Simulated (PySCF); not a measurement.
NO2, SMILES N([O])=O (connectivity only; charge and spin as stated), charge -1, multiplicity 1.

Geometry: r2SCAN-D4/def2-TZVPD. The multiplicity is an assumed one; other spin states were not compared. The isomer is the one that the SMILES or the coordinates give; other isomers of the formula were not compared.

Two levels are set side by side: PBE/def2-TZVPD (PySCF) and r2SCAN/def2-TZVPD (PySCF). Same geometry, gas phase. Differences are taken from unrounded values.

```
quantity                     r2SCAN   PBE  PBE minus r2SCAN
---------------------------  ------  ----  ----------------
orbital gap (eV)               3.29  2.88             -0.41
highest occupied level (eV)    1.14  1.30              0.17
lowest empty level (eV)        4.42  4.18             -0.24
mean polarisability (bohr³)    32.1  35.7               3.6
```

Rough cost on one machine, each run with all the roots and properties that it gave: r2SCAN against PBE about 4 times.
